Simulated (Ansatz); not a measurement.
C axis length (Å) along a series of related solids, from LDA in Ansatz (PAW); PBE-D4 (plane waves, PAW; Ansatz, a quantum-chemistry and plane-wave program).

| solid | LDA | PBE-D4 | measured |
|---|---|---|---|
| double-hcp La | 11.522 | 11.902 | 12.171‡ |
| hcp Hf | 4.945 | 5.050 | 5.051‡ |
| hcp Re | 4.416 | 4.453 | 4.458‡ |
| hcp Os | 4.288 | 4.323 | 4.320‡ |

PBE-D4 less measured, from the printed values: double-hcp La‡ -2.21 %, hcp Hf‡ -0.02 %, hcp Re‡ -0.11 %, hcp Os‡ +0.07 %.

A member of the series is missing where a level wasn't run or failed, where a doubt is noted on the run or the magnetic state, for phases of high temperature or layered ones, and where values are held back for tests.

Ansatz's runs of these crystals have no spin polarisation.

Spin–orbit coupling is left out, also for the solids with elements from indium on (double-hcp La, hcp Hf, hcp Re, hcp Os); its size isn't shown.

Ansatz's density-functional and Hartree–Fock values are scalar-relativistic unless marked +SOC, with PAW data made under PBE.

Measured values are for low temperature or corrected to a static lattice; ‡ marks uncorrected values at room or unstated temperature. References as tabulated in Wikipedia's data pages.
